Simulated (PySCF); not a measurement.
One of the candidates below gave these computed data.

All candidates are C4H6N2.

| technique | computed result |
| --- | --- |
| Triplet | lowest triplet excitation (Tamm–Dancoff): 4.74 eV [TDA B3LYP/def2-SVPD] |
| Couplings | largest of the computed one-bond spin–spin couplings (means over like bonds): 13C–1H +188.5, 13C–1H +179.9, 13C–1H +133.1 (×3), 15N–1H -112.5, 13C–13C +75.0, 13C–13C +57.0, 13C–13C +56.2, 15N–13C -13.9 Hz [B3LYP/pcJ-1, spin–dipole term left out for some pairs] |
| 13C NMR | chemical shifts (computed TMS as zero) by class: 152.0 (1 C), 131.4 (1 C), 110.1 (1 C), 15.9 (1 C) ppm [GIAO PBE0/pcSseg-1] |
| XPS | C1s 290.0, C1s 290.7, C1s 290.8, C1s 291.2, N1s 404.8, N1s 406.8 eV [ΔSCF SCAN, pcX-2 on the ionised atom, pcseg-1 elsewhere, spin-free X2C] |
| Rotational structure | rotational constants A, B, C: 9.116, 3.551, 2.596 GHz [GFN2-xTB] |
| 1H NMR | chemical shifts (computed TMS as zero) by class: 9.20 (1 H), 7.37 (1 H), 6.26 (1 H), 2.49 (3 H) ppm [GIAO PBE0/pcSseg-1] |

The electronic properties come from PySCF, for the isolated species, density fitting. Levels stand in brackets. Geometry: GFN2-xTB; no solvent, vibrations or thermal averaging. NMR values are class means; diastereotopic atoms form classes of their own.

Question: Which candidate is it?
A. `C=C/N=C\N=C`
B. `C#CCNN=C`
C. `[H]/N=C\C(C=C)=N\[H]`
D. `Cc1cc[nH]n1`

Answer: D. It is `Cc1cc[nH]n1`. Numbering: `[CH3:1][c:2]1[cH:3][cH:4][nH:5][n:6]1`. Its formula, C4H6N2, gives 3 degrees of unsaturation: 1 ring and 2 π bonds in the structure found (Kekulé form). 4 carbons fall into 4 classes; from least to most shielded: substituted aromatic carbon [C2] (152.0 ppm), aromatic CH next to a ring nitrogen [C4] (131.4 ppm), aromatic CH carbon [C3] (110.1 ppm), benzylic-type carbon [C1] (15.9 ppm). Hydrogen classes from least to most shielded: 1 H on a pyrrole-type nitrogen, N5 (9.20 ppm), 1 H on an aromatic CH next to a ring nitrogen, C4 (7.37 ppm), 1 H on an aromatic CH carbon, C3 (6.26 ppm), 3 H on a benzylic-type carbon, C1 (2.49 ppm). The couplings run between: +188.5 Hz, aromatic CH next to a ring nitrogen [C4] and its hydrogen; +179.9 Hz, aromatic CH carbon [C3] and its hydrogen; +133.1 Hz, benzylic-type carbon [C1] and its hydrogen (with 2 like pairs); -112.5 Hz, pyrrole-type nitrogen [N5] and its hydrogen; +75.0 Hz, aromatic CH carbon [C3] and aromatic CH next to a ring nitrogen [C4]; +57.0 Hz, benzylic-type carbon [C1] and substituted aromatic carbon [C2]; +56.2 Hz, substituted aromatic carbon [C2] and aromatic CH carbon [C3]; -13.9 Hz, pyrrole-type nitrogen [N5] and aromatic CH next to a ring nitrogen [C4]. The core levels belong to: C1s 290.0 eV, aromatic CH carbon [C3]; C1s 290.7 eV, benzylic-type carbon [C1]; C1s 290.8 eV, substituted aromatic carbon [C2]; C1s 291.2 eV, aromatic CH next to a ring nitrogen [C4]; N1s 404.8 eV, pyridine-type nitrogen [N6]; N1s 406.8 eV, pyrrole-type nitrogen [N5]. By its constants the optimised geometry is an asymmetric top.

The others, at the same levels:
- `[H]/N=C\C(C=C)=N\[H]` fails: its computed 13C shifts are 169.3 (1 C), 162.2 (1 C), 137.0 (1 C), 132.2 (1 C) ppm, 1H shifts are 13.56 (1 H), 11.81 (1 H), 8.13 (1 H), 6.50 (1 H), 6.34 (1 H), 6.14 (1 H) ppm and rotational constant A is 10.135 GHz (against 9.116 GHz).
- `C#CCNN=C` fails: its computed 13C shifts are 115.3 (1 C), 84.9 (1 C), 79.5 (1 C), 43.5 (1 C) ppm, 1H shifts are 6.29 (1 H), 5.65 (1 H), 4.92 (1 H), 4.39 (2 H), 1.75 (1 H) ppm and rotational constant A is 18.197 GHz (against 9.116 GHz).
- `C=C/N=C\N=C` fails: its computed 13C shifts are 158.0 (1 C), 152.1 (1 C), 142.9 (1 C), 122.7 (1 C) ppm, 1H shifts are 8.26 (1 H), 7.74 (1 H), 7.63 (1 H), 6.87 (1 H), 5.97 (1 H), 5.23 (1 H) ppm and smallest rotational constant is 1.931 GHz (against 2.596 GHz).

Each candidate is one conformer, not necessarily the lowest. The conformers computed, where there is a choice (atom-mapped SMILES and torsion angles):
- `[H]/[N:4]=[C:3]([CH:2]=[CH2:1])/[CH:5]=[N:6]\[H]`: C1–C2–C3–N4 0°, C2–C3–C5–N6 180°
- `[CH:1]#[C:2][CH2:3][NH:4][N:5]=[CH2:6]`: C2–C3–N4–N5 -143°, C3–N4–N5–C6 -167°
- `[CH2:1]=[CH:2]/[N:3]=[CH:4]\[N:5]=[CH2:6]`: C1–C2–N3–C4 -166°, N3–C4–N5–C6 58°
